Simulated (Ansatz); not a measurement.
Basis sets over 7 cases of the lowest harmonic wavenumber at PBE with Ansatz (elements up to F), each against its own reference: (a) the value in aug-pcseg-2; (b) the value in def2-QZVPPD. By their distance from other large sets or by the extrapolation step the references are unsure by up to roughly 5 cm⁻¹ and lie short of the limit. Each level at its own minimum, unscaled; unrestricted open shells; no added dispersion term; no relativity. Cartesian d functions in some cases of 6-31+G*. 

Cases are drawn at random; left out are references unsure by over 6.7 cm⁻¹, runs with very soft modes, doubtful singlets, and cases whose largest runs show a restricted determinant unstable towards unrestricted orbitals, <S^2> over 0.1 too high or, where CCSD(T) ran, T1 over 0.025 (0.045 for open shells). Sets are drawn from those converged to one state in every case.

Cases (SMILES) and reference values:
- OO (H2O2): 376 cm⁻¹ (a)
- O=C (CH2-O): 1148 cm⁻¹ (a)
- [NH2] (NH2), doublet: 1493 cm⁻¹ (b)
- C#C (C2H2): 607 cm⁻¹ (a)
- [CH3] (CH3), doublet: 534 cm⁻¹ (a)
- N#C (CH-N): 725 cm⁻¹ (a)
- C (CH4): 1284 cm⁻¹ (a)

| basis | functions over def2-SVP (largest species, mean of cases) | mean signed deviation (cm⁻¹) | mean absolute | largest | within 20 cm⁻¹ |
|---|---|---|---|---|---|
| def2-SVP | 1.0 | -15 | 25 | 66 | 3 of 7 |
| pcseg-1 | 1.0 | -15 | 16 | 55 | 5 of 7 |
| cc-pVDZ | 1.0 | -21 | 31 | 78 | 3 of 7 |
| 6-31+G* | 1.0 | -8 | 29 | 96 | 4 of 7 |
| 6-311G** | 1.3 | -8 | 20 | 38 | 3 of 7 |
| 6-311+G** | 1.4 | -5 | 9 | 23 | 6 of 7 |
| aug-pcseg-1 | 1.7 | -13 | 22 | 59 | 4 of 7 |
| 6-311++G(2d,2p) | 2.0 | 0 | 9 | 19 | 7 of 7 |
| pcseg-2 | 2.4 | -2 | 6 | 13 | 7 of 7 |
| jun-cc-pV(T+d)Z | 2.8 | 0 | 2 | 4 | 7 of 7 |

Among the sets for which every case ran a larger relative (same family, alike in diffuse functions, listed or not), the smallest listed that holds all cases within 20 cm⁻¹ together with them is jun-cc-pV(T+d)Z, at 2.8 times the functions of def2-SVP. Inside by cancellation, since a larger relative falls out: 6-311++G(2d,2p). Inside, though some case ran no larger relative to test it: pcseg-2. Largest deviations of relatives not listed, over the cases that ran them: 6-311++G(3df,3pd) 22, pcseg-3 0, aug-cc-pVTZ 2 cm⁻¹. A case lies within its reference's uncertainty of the window's edge in def2-SVP, cc-pVDZ, 6-31+G*, 6-311+G**, aug-pcseg-1, 6-311++G(2d,2p), 6-311++G(3df,3pd). These figures hold for the cases listed.

Ansatz is an electronic-structure program.
